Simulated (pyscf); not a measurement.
HN=SiH₂ + H₂O → HN=SiH₂ + H₂O (four-centre exchange; singlet surface; H–Si, H–O broken, H–Si, H–O formed). Optimised with ωB97X-D3(BJ)/def2-SVP in PySCF. Correlated levels are frozen-core, on RHF or UHF. ΔMP2 is the change of the MP2 total energy from the triple- to the quadruple-zeta basis. Energies in kJ/mol from the separated reactants.

```csv
level,barrier,reaction energy
ωB97X-D3(BJ)/def2-TZVP,261.7,0.0
PBE/def2-TZVP,212.5,0.0
r²SCAN/def2-TZVP,239.0,0.0
B3LYP-D3(BJ)/def2-TZVP,…,0.0
MP2/def2-QZVPP,262.7,0.0
CCSD(T)/def2-TZVPP,260.2,0.0
CCSD(T)/def2-TZVPP + ΔMP2(QZVPP),…,0.0
```

**Question.** Some entries are withheld; supply them.

**Answer.** 
- B3LYP-D3(BJ)/def2-TZVP, barrier: 246.6
- CCSD(T)/def2-TZVPP + ΔMP2(QZVPP), barrier: 260.9

Of the functionals in the table, ωB97X-D3(BJ) is closest to CCSD(T)/def2-TZVPP + ΔMP2(QZVPP) in the barrier (0.8 kJ/mol apart) and PBE least close (48.4 kJ/mol); that level has limits of its own. The reactants may also form a dative adduct at HN=SiH₂; it and routes through it were not searched. The products may also form a dative adduct at HN=SiH₂; it and routes through it were not searched. HN=SiH₂ lies 76.0 kJ/mol over its isomer H₂N–SiH: [singlet] (electronic energy, ωB97M-D3(BJ)). This is the saddle that the search found; another between the same sides may lie lower. The CCSD(T) − MP2 part came from Ansatz, without density fitting, on the same reference.
